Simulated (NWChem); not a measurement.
Everything below was run with NWChem. System: CH$_{4}$O, charge 0, spin multiplicity 1, displaced from the optimised geometry.

The NWChem input:

```
start mol
memory heap 200 mb stack 800 mb global 1000 mb
geometry units angstroms nocenter noautoz
  C      0.623416    -0.239021     0.000000
  O     -0.679823     0.370771     0.000000
  H      0.829180    -0.881718     0.919699
  H      1.389199     0.593771     0.000000
  H      0.829180    -0.881718    -0.919699
  H     -1.349471    -0.362375     0.000000
  symmetry group Cs
end
basis spherical
  * library def2-tzvp
end
dft
  xc b3lyp
  semidirect memsize 60000000 filesize 0
  iterations 100
  convergence nodiis damp 40
end
task dft gradient
```

The output up to the point where the run's verdict is printed (cleaned and shortened):

```
             Northwest Computational Chemistry Package (NWChem) 7.3.0
             --------------------------------------------------------

                                NWChem Input Module
                                -------------------

 Scaling coordinates for geometry "geometry" by  1.889725989
 (inverse scale =  0.529177249)

 Turning off AUTOSYM since
 SYMMETRY directive was detected!

                             Geometry "geometry" -> ""
                             -------------------------

 Output coordinates in angstroms (scale by  1.889725989 to convert to a.u.)

  No.       Tag          Charge          X              Y              Z
 ---- ---------------- ---------- -------------- -------------- --------------
    1 C                    6.0000     0.62341600    -0.23902100     0.00000000
    2 O                    8.0000    -0.67982300     0.37077100     0.00000000
    3 H                    1.0000     0.82918000    -0.88171800     0.91969900
    4 H                    1.0000     1.38919900     0.59377100     0.00000000
    5 H                    1.0000     0.82918000    -0.88171800    -0.91969900
    6 H                    1.0000    -1.34947100    -0.36237500     0.00000000

 Effective nuclear repulsion energy (a.u.)      39.3261930288

            Nuclear Dipole moment (a.u.)
            ----------------------------
        X                 Y               Z
 ---------------- ---------------- ----------------
    -0.0000000000     0.0000037795     0.0000000000

      Symmetry information
      --------------------

 Group name             Cs
 Group number              2
 Group order               2
 No. of unique centers     5

      Symmetry unique atoms

     1    2    3    4    6


 Summary of "ao basis" -> "" (spherical)
 ------------------------------------------------------------------------------
       Tag                 Description            Shells   Functions and Types
 ---------------- ------------------------------  ------  ---------------------
 *                         def2-tzvp                  on all atoms

                                 NWChem DFT Module
[...]
 d= 0,ls=0.0         52    -89.0275865166 -1.76D+00  1.04D-01              10.5
 d= 0,ls=0.0         53    -87.2715519105  1.76D+00  1.04D-01              10.7
 d= 0,ls=0.0         54    -89.0275865166 -1.76D+00  1.04D-01              10.9
 d= 0,ls=0.0         55    -87.2715519105  1.76D+00  1.04D-01              11.1
 d= 0,ls=0.0         56    -89.0275865166 -1.76D+00  1.04D-01              11.3
 d= 0,ls=0.0         57    -87.2715519105  1.76D+00  1.04D-01              11.4
 d= 0,ls=0.0         58    -89.0275865166 -1.76D+00  1.04D-01              11.6
 d= 0,ls=0.0         59    -87.2715519105  1.76D+00  1.04D-01              11.8
 d= 0,ls=0.0         60    -89.0275865166 -1.76D+00  1.04D-01              12.0
 d= 0,ls=0.0         61    -87.2715519105  1.76D+00  1.04D-01              12.2
 d= 0,ls=0.0         62    -89.0275865166 -1.76D+00  1.04D-01              12.4
 d= 0,ls=0.0         63    -87.2715519105  1.76D+00  1.04D-01              12.6
 d= 0,ls=0.0         64    -89.0275865166 -1.76D+00  1.04D-01              12.8
 d= 0,ls=0.0         65    -87.2715519105  1.76D+00  1.04D-01              13.0
 d= 0,ls=0.0         66    -89.0275865166 -1.76D+00  1.04D-01              13.2
 d= 0,ls=0.0         67    -87.2715519105  1.76D+00  1.04D-01              13.4
 d= 0,ls=0.0         68    -89.0275865166 -1.76D+00  1.04D-01              13.6
 d= 0,ls=0.0         69    -87.2715519105  1.76D+00  1.04D-01              13.7
 d= 0,ls=0.0         70    -89.0275865166 -1.76D+00  1.04D-01              14.0
 d= 0,ls=0.0         71    -87.2715519105  1.76D+00  1.04D-01              14.1
 d= 0,ls=0.0         72    -89.0275865166 -1.76D+00  1.04D-01              14.3
 d= 0,ls=0.0         73    -87.2715519105  1.76D+00  1.04D-01              14.5
 d= 0,ls=0.0         74    -89.0275865166 -1.76D+00  1.04D-01              14.7
 d= 0,ls=0.0         75    -87.2715519105  1.76D+00  1.04D-01              14.8
 d= 0,ls=0.0         76    -89.0275865166 -1.76D+00  1.04D-01              15.1
 d= 0,ls=0.0         77    -87.2715519105  1.76D+00  1.04D-01              15.3
 d= 0,ls=0.0         78    -89.0275865166 -1.76D+00  1.04D-01              15.5
 d= 0,ls=0.0         79    -87.2715519105  1.76D+00  1.04D-01              15.7
 d= 0,ls=0.0         80    -89.0275865166 -1.76D+00  1.04D-01              15.9
 d= 0,ls=0.0         81    -87.2715519105  1.76D+00  1.04D-01              16.1
 d= 0,ls=0.0         82    -89.0275865166 -1.76D+00  1.04D-01              16.3
 d= 0,ls=0.0         83    -87.2715519105  1.76D+00  1.04D-01              16.5
 d= 0,ls=0.0         84    -89.0275865166 -1.76D+00  1.04D-01              16.7
 d= 0,ls=0.0         85    -87.2715519105  1.76D+00  1.04D-01              16.9
 d= 0,ls=0.0         86    -89.0275865166 -1.76D+00  1.04D-01              17.1
 d= 0,ls=0.0         87    -87.2715519105  1.76D+00  1.04D-01              17.3
 d= 0,ls=0.0         88    -89.0275865166 -1.76D+00  1.04D-01              17.5
 d= 0,ls=0.0         89    -87.2715519105  1.76D+00  1.04D-01              17.7
 d= 0,ls=0.0         90    -89.0275865166 -1.76D+00  1.04D-01              17.8
 d= 0,ls=0.0         91    -87.2715519105  1.76D+00  1.04D-01              18.0
 d= 0,ls=0.0         92    -89.0275865166 -1.76D+00  1.04D-01              18.2
 d= 0,ls=0.0         93    -87.2715519105  1.76D+00  1.04D-01              18.4
 d= 0,ls=0.0         94    -89.0275865166 -1.76D+00  1.04D-01              18.6
 d= 0,ls=0.0         95    -87.2715519105  1.76D+00  1.04D-01              18.8
 d= 0,ls=0.0         96    -89.0275865166 -1.76D+00  1.04D-01              19.0
 d= 0,ls=0.0         97    -87.2715519105  1.76D+00  1.04D-01              19.2
 d= 0,ls=0.0         98    -89.0275865166 -1.76D+00  1.04D-01              19.4
 d= 0,ls=0.0         99    -87.2715519105  1.76D+00  1.04D-01              19.5
 d= 0,ls=0.0        100    -89.0275865166 -1.76D+00  1.04D-01              19.7
```

The run did not converge; its last values are not results. The next line reads: Calculation failed to converge. NWChem stopped with the message: dft gradient failed.
